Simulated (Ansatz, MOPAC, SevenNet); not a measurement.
## Ladder of methods for the c axis length of 2H-SiC

Reference value: 5.048 Å (measured, room temperature, no zero-point or thermal correction; as tabulated in Paulus et al. (1997), arXiv:cond-mat/9701136).

```json
[
 {"level (code)": "AM1 semi-empirical Hartree-Fock (MOPAC)", "value (Å)": "5.102", "difference (%)": "+1.07"},
 {"level (code)": "SevenNet-l3i5", "value (Å)": "5.069", "difference (%)": "+0.42"},
 {"level (code)": "PBE (Ansatz)", "value (Å)": "5.074", "difference (%)": "+0.52"},
 {"level (code)": "PBE-D3(BJ) (Ansatz)", "value (Å)": "5.038", "difference (%)": "-0.20"},
 {"level (code)": "Hartree–Fock (Ansatz)", "value (Å)": "5.056", "difference (%)": "+0.16"}
]
```

The reference is not for a static lattice or low temperature, so close values are not ranked against it.

The measured value isn't corrected to a static lattice, so vibrations enter the comparison.  AM1 semi-empirical Hartree-Fock (MOPAC): the method was fitted mainly to molecules. AM1 semi-empirical Hartree-Fock (MOPAC): the run uses a supercell at the zone centre in place of a k mesh. Cutoffs and k meshes differ between the levels. Ansatz's density-functional and Hartree–Fock values are scalar-relativistic unless marked +SOC, with PAW data made under PBE.

Machine-learned potentials (SevenNet-l3i5) are trained on DFT data: a solid inside that data is no test of them.

Differences are worked out from the printed values.

Ansatz is a program for electronic structure.
